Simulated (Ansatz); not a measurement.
We consider fcc Ca, described by PBE in Ansatz (PAW).

Numerical settings: plane-wave cutoff 520 eV, 18×18×18 k mesh, Fermi–Dirac smearing 0.05 eV, scalar-relativistic PAW data made under PBE.

Cell (relaxed at this level):

```cif
data_Ca
_chemical_formula_sum 'Ca1'
_space_group_name_H-M_alt 'P 1'
_space_group_IT_number 1
_cell_length_a 3.90714
_cell_length_b 3.90714
_cell_length_c 3.90714
_cell_angle_alpha 60.000
_cell_angle_beta 60.000
_cell_angle_gamma 60.000
loop_
_space_group_symop_operation_xyz
  'x, y, z'
loop_
_atom_site_label
_atom_site_type_symbol
_atom_site_fract_x
_atom_site_fract_y
_atom_site_fract_z
_atom_site_occupancy
Ca1 Ca 0.00000 0.00000 0.00000 1
```

### Question
Estimate the bulk modulus that the calculation returns.

### Answer

- bulk modulus = 17.4 GPa

The run finds no gap.

Measured, for comparison: bulk modulus 18.6 GPa (corrected for temperature and zero-point phonon effects, our sources range from 15.9 to 18.7; as tabulated in Levämäki et al. (2014), arXiv:1402.3671). Computed (rounded) less measured: bulk modulus not scored (sources differ).

Note: the bulk modulus is −V dP/dV from two relaxed cells at ±2 % in volume.

The computed numbers hold no vibrational or temperature effects.

It cost roughly 25 core-seconds of CPU time.

Ansatz is a quantum-chemistry and plane-wave program.
